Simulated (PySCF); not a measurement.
# PH2 (SMILES [PH2]) at UM06-2X/6-31G

What is the energy change on altering one bond length of PH2 at UM06-2X/6-31G? 

Program for the calculation: PySCF 2.14.0.

13 further runs of the same task are left out: 2 that didn't finish, 11 set aside as unsound or not needed.

### 1 The molecule

The species is PH2 (3 atoms), meant as a doublet with charge 0. SMILES: `[PH2]`. The shape is that of a GFN2-xTB optimisation.

Bond lengths: P1–H2 1.392 Å, P1–H3 1.392 Å. Angles: H2–P1–H3 91.4°.

### 2 The energy at UM06-2X/6-31G

The input, job.py:

```python
from pyscf import gto, dft

mol = gto.M(
    atom='P 0.514470 -0.302750 0.252680; H 0.111510 1.027360 0.172420; H -0.625980 -0.724620 -0.425100',
    basis='6-31g',
    verbose=3,
    max_memory=1860,
    spin=1,
)

myscf = dft.UKS(mol)
myscf.xc = 'm06-2x'
myscf.conv_tol = 1e-10
myscf.grids.level = 5
myscf.kernel()
if not myscf.converged:
    myscf = myscf.newton().run(myscf.mo_coeff, myscf.mo_occ)

e_final = myscf.e_tot
print('E = %.10f Eh' % e_final)
```

Launch:

```console
$ OMP_NUM_THREADS=1 python job.py
```

What it wrote:

```text
WARN: HOMO -0.21053388070563 >= LUMO -0.210533880705631

converged SCF energy = -342.417742925926  <S^2> = 0.7523428  2S+1 = 2.0023414
E = -342.4177429259 Eh
```

It took 2.8 s on 1 thread of Intel Xeon Platinum 8488C (Sapphire Rapids), shared host; peak memory 0.19 GiB.

### 3 The distorted shape at the same level

The input, job.py:

```python
from pyscf import gto, dft

system = gto.Mole()
system.atom = '''
P      2.049818    -0.173490     1.117930
H      1.288334     2.340054     0.966260
H     -1.182931    -1.369333    -0.803323
'''
system.verbose = 3
system.unit = 'bohr'
system.max_memory = 1860
system.spin = 1
system.basis = '6-31g'
system.build()

myscf = dft.UKS(system, xc='m06-2x')
myscf.grids.level = 5
myscf.conv_tol = 1e-10
myscf.kernel()
if not myscf.converged:
    myscf = myscf.newton().run(myscf.mo_coeff, myscf.mo_occ)

etot = myscf.e_tot
print('E(%s) = %.9f' % ('M06-2X', etot))
```

Launch:

```console
$ OMP_NUM_THREADS=1 python job.py
```

What it wrote:

```text
WARN: HOMO -0.201425637632104 >= LUMO -0.201425637632105

converged SCF energy = -342.360314130423  <S^2> = 0.79471128  2S+1 = 2.0442224
E(M06-2X) = -342.360314130
```

Run time: 3.6 s. Hardware: 1 thread of Intel Xeon Platinum 8488C (Sapphire Rapids), shared host; peak memory 0.19 GiB.

### 4 Outcome

At UM06-2X/6-31G:

```
                                                         quantity          value
                                        first shape: total energy  -342.41774 Eh
                                       first shape: dipole moment         1.33 D
                  first shape: HOMO energy (highest over α and β)       -8.08 eV
                   first shape: LUMO energy (lowest over α and β)       -2.52 eV
                                                first shape: ⟨S²⟩          0.752
                                    distorted shape: total energy  -342.36031 Eh
                                   distorted shape: dipole moment         1.00 D
              distorted shape: HOMO energy (highest over α and β)       -8.32 eV
               distorted shape: LUMO energy (lowest over α and β)       -2.63 eV
                                            distorted shape: ⟨S²⟩          0.795
energy change with the P1–H3 bond stretched from 1.392 to 2.088 Å       1.563 eV
```

**Reading.** With the P1–H3 bond stretched from 1.392 to 2.088 Å the energy rises by 1.56 eV (151 kJ/mol). The first shape isn't relaxed at this level, so the change isn't measured from a minimum. Mulliken charges (first shape) run from -0.06 on H2 to +0.13 on P1.
